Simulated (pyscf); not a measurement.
**Four-centre exchange: Cl–InH–Cl + H₂S -> HS–In(Cl)–Cl + hydrogen (H₂)**

Gas phase, singlet surface, charge 0. Bonds broken: In2–H4, S5–H6. Bonds formed: In2–S5, H4–H6. Single points on ωB97X-D3(BJ)/def2-SVP structures (PySCF, gas phase).

Transition state (Å):

```xyz
7

Cl    -0.1753     0.3028     2.7161
In    -0.8677    -0.3872     0.6149
Cl    -1.7032    -2.5076     0.1682
H     -1.8665     0.9752    -0.3231
S      0.5673     0.4689    -1.3268
H     -0.9710     1.0034    -0.9394
H      0.0872    -0.4863    -2.1514
```

One imaginary mode, 1477i cm⁻¹; descent along it reached the two sides named, in the forms told below.

| bond | change | reactant side (Å) | saddle | product side |
|---|---|---|---|---|
| In2–H4 | breaks | 1.701 | 1.932 | 2.7 |
| S5–H6 | breaks | 1.350 | 1.674 | 3.3 |
| In2–S5 | forms | 2.7 | 2.562 | 2.361 |
| H4–H6 | forms | 4.2 | 1.087 | 0.763 |

Electronic energies relative to the separated reactants (kcal/mol):

```tsv
level	barrier	reaction energy	reverse barrier
ωB97X-D3(BJ)/def2-TZVP	13.9	-18.3	32.2
PBE/def2-TZVP	12.0	-14.6	26.6
r²SCAN/def2-TZVP	12.0	-15.6	27.6
B3LYP-D3(BJ)/def2-TZVP	15.7	-15.1	30.9
PBE0-D3(BJ)/def2-TZVP	12.9	-15.0	27.8
M06-2X/def2-TZVP	15.0	-17.3	32.4
ωB97M-D3(BJ)/def2-TZVP	19.1	-13.1	32.2
HF/def2-TZVP	33.5	-11.0	44.4
```

With ωB97M-D3(BJ)/def2-TZVP energies and thermal terms (ideal gas, 1 atm, RRHO with modes under 100 cm⁻¹ raised to 100, one conformer, R ln 2 for rigid chiral ones), in kcal/mol:

```csv
T (K),ΔH‡,ΔG‡,ΔH,ΔG
298,18.4,29.1,-13.5,-11.8
600,18.7,39.9,-12.4,-10.4
900,19.4,50.4,-11.6,-9.7
1200,20.2,60.6,-11.1,-9.1
```

On the reactant side the descent ends in an adduct with a In–S contact, 18.4 kcal/mol under the separated species and 32.3 kcal/mol under the saddle at ωB97X-D3(BJ)/def2-TZVP. What is counted as formed (In–S) is already present as a longer contact in the reactant adduct; forming that adduct is a step of its own. This is the saddle that the search found; another between the same sides may lie lower. Elements past Kr carry the def2 core potentials, without spin-orbit coupling.
